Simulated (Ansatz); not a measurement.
A calculation on wurtzite ZnO returned lattice constant a 3.231 Å, lattice parameter c 5.195 Å.

For reference: lattice constant a 3.248 Å (measured, 4 K, zero-point motion not removed; as tabulated in arXiv:1206.3780); lattice parameter c 5.204 Å (measured, 4 K, zero-point motion not removed; as tabulated in arXiv:1206.3780).

Q: Which level of theory produced these numbers?
A) rVV10 (Ansatz (a first-principles code))
B) Hartree–Fock (Ansatz)
C) PBE0 (Ansatz)
D) r²SCANh (Ansatz)

A: D, r²SCANh (Ansatz)

The others give: PBE0 3.248 Å, 5.220 Å; Hartree–Fock 3.277 Å, 5.234 Å; rVV10 3.283 Å, 5.314 Å.

Unless a cell is named, each level is at its own relaxed cell (Hartree–Fock 12.17, PBE0 11.92, r²SCANh 11.74, rVV10 12.40 Å³/atom).

Ansatz's density-functional and Hartree–Fock values are scalar-relativistic unless marked +SOC, with PAW data made under PBE.
